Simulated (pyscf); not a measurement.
Structures and frequencies: ωB97X-D3(BJ)/def2-SVP in PySCF.

PBE/def2-TZVP puts the barrier of `[NH2][Ti]([NH2])([Cl])[Cl]` + `[H][H]` → `[NH2][TiH]([Cl])[Cl]` + `[NH3]` (four-centre exchange; singlet surface; N–Ti, H–H broken, H–Ti, H–N formed) at 104.1 kJ/mol and the reaction energy at +87.2 kJ/mol, from the separated reactants. What do B3LYP-D3(BJ)/def2-TZVP, M06-2X/def2-TZVP, ωB97M-D3(BJ)/def2-TZVP give on the same structures?

B3LYP-D3(BJ): ΔE‡ = 118.3 kJ/mol, ΔE = +88.2 kJ/mol; M06-2X: ΔE‡ = 123.3 kJ/mol, ΔE = +89.7 kJ/mol; ωB97M-D3(BJ): ΔE‡ = 119.6 kJ/mol, ΔE = +75.9 kJ/mol. PBE's barrier lies under all of them, by 14.1 to 19.2 kJ/mol. Its reaction energy lies among theirs. Low barriers are usual for a GGA, whose delocalisation error favours stretched bonds. On the product side the descent ends in an adduct with a N–Ti contact, 87.6 kJ/mol under the separated species and 119.8 kJ/mol under the saddle at ωB97X-D3(BJ)/def2-TZVP. What is counted as broken (N–Ti) persists as a longer contact in the product adduct; parting that adduct is a step of its own. At the saddle there is also a short H–Ti contact that neither side keeps. This is the saddle that the search found; another between the same sides may lie lower.
